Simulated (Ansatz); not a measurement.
Two structures of CH6NSi, doublet, reached by relaxing down either side of one saddle point (PBE0-D4/def2-TZVP). Energies are electronic, without zero-point energy. Program: Ansatz 0.2.0. Basis: def2-TZVPP and def2-QZVPP. Cores are frozen in the correlated methods; orbitals are unrestricted. Extrapolation: Hartree–Fock as exp(−7.88 √X), correlation as X^−2.97. First:

```csv
atom,x (Å),y (Å),z (Å)
C1,-1.3094,-0.6626,0.4785
N2,0.0259,-0.3248,0.5744
Si3,0.8950,0.6403,-0.5679
H4,-1.7400,-1.3163,1.2222
H5,-1.8038,-0.5249,-0.4727
H6,0.4630,-0.5422,1.4548
H7,0.3810,2.0359,-0.6541
H8,2.3073,0.6556,-0.1122
H9,0.7809,0.0388,-1.9231
```

Second:

C1  (-0.767, -0.356, 0.242)
N2  (-0.187, -1.607, 0.541)
Si3  (0.595, 0.722, -0.557)
H4  (-1.163, 0.217, 1.094)
H5  (-1.549, -0.456, -0.520)
H6  (0.244, -1.542, 1.467)
H7  (0.022, 2.057, -0.879)
H8  (1.714, 0.888, 0.407)
H9  (1.092, 0.076, -1.795)
(Å)

Question: Which bonds change from the first to the second?

Answer: CH₆NSi ([CH2][NH][SiH3]) → CH₆NSi ([NH][CH2][SiH3]); bonds formed: C1–Si3; bonds broken: N2–Si3.

Question: Give the saddle point's structure and its height above each. (To be estimated.)

Answer: Computed: 163.0 kJ/mol above the first and 84.8 kJ/mol above the second (CCSD(T) at an estimated basis limit (MP2 extrapolated from triple and quadruple zeta, plus CCSD(T) − MP2 in triple zeta)).
```
9
angstrom
C -1.0504 -0.7239 0.4573
N -0.1992 -1.6621 0.6126
Si 0.6943 1.0752 -0.7173
H -1.3371 -0.0042 1.2312
H -1.6390 -0.6982 -0.4608
H 0.2415 -1.6015 1.5309
H 0.5871 2.4906 -1.1726
H 1.6981 0.9517 0.3698
H 1.0048 0.1724 -1.8513
```

No T1 diagnostic of these runs exceeds 0.034. ⟨S²⟩ of the unrestricted Hartree–Fock references: 0.76 to 0.93 (a pure state has 0.75). The unrestricted reference is spin-contaminated, which hurts MP2 most.

Radical steps of this kind take place in plasma deposition and etching.

Labels in which every atom is bracketed show which atoms are joined, not bond orders.

For scale, one of the runs: CCSD(T)/def2-TZVPP, 188 basis functions, launched by `ansatz run in.yaml --threads 4 --pin off --events-out ev --progress --plain --max-ram 9574MiB`. Time: 2.8 min of wall clock on 4 CPU threads of an AMD EPYC; the host was shared. Peak host memory: 4.9 GiB.
